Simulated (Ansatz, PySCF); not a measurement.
# Smallest direct gap on the k points sampled of rock-salt LiF at several levels of theory

No measured value is used here.

```csv
level (code),value (eV),cell (Å³/atom)
LDA (Ansatz),8.85,8.16
BLYP (Ansatz),9.27,8.16
PBE (Ansatz),[?],8.16
revPBE (Ansatz),8.58,8.89
PBE-D3(BJ) (Ansatz),9.28,8.00
PBE-D4 (Ansatz),8.98,8.27
r²SCAN (Ansatz),[?],8.16
r²SCAN+rVV10 (Ansatz),[?],7.84
HSE06 (Ansatz),11.41,8.16
PBE0-D3(BJ) (Ansatz),[?],7.65
Hartree–Fock (Ansatz),21.86,8.16
G0W0@PBE (PySCF),13.53 ± 0.010,8.16
```

Problem. Fill in the missing entries.

Solution. 
- PBE (Ansatz, a quantum-chemistry and plane-wave program), value (eV): 9.10
- r²SCAN (Ansatz), value (eV): 10.07
- r²SCAN+rVV10 (Ansatz), value (eV): 10.38
- PBE0-D3(BJ) (Ansatz), value (eV): 12.81

Computed values are for a static lattice.  A ± on a computed value is a rough bar: the spread of its extrapolation, a floor set from checks against published values, or a statistical error. Values are at the measured cell; revPBE at the level's own relaxed cell; PBE-D3(BJ) at the level's own equilibrium cell; PBE-D4 at the level's own relaxed cell; r²SCAN+rVV10 at the level's own equilibrium cell; PBE0-D3(BJ) at the level's own relaxed cell. Cutoffs and k meshes differ between the levels. Ansatz's density-functional and Hartree–Fock values are scalar-relativistic unless marked +SOC, with PAW data made under PBE.
